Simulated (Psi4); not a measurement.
Reaction (SMILES): N#P (N-P) + 3 [H][H] (H2) → N (NH3) + P (PH3)
B3LYP-D3(BJ)/def2-TZVP geometries, fixed; electronic energies without zero-point terms.

Effect of the treatment of two-electron integrals at M06-2X/cc-pV(T+d)Z with Psi4, against the last row, where the energy of full hydrogenation is -68.73 kcal/mol.

| setting | largest shift of a total energy (mEh) | shift of the energy of full hydrogenation (kcal/mol) |
|---|---|---|
| scf_type: df | 0.092 | -0.051 |
| scf_type: cd | 0.085 | 0.002 |
| scf_type: pk | 0.000 | 0.000 |

Within 0.05 kcal/mol in the energy of full hydrogenation: scf_type: cd. The largest shift is 0.092 mEh in a total energy and 0.051 kcal/mol in the difference.
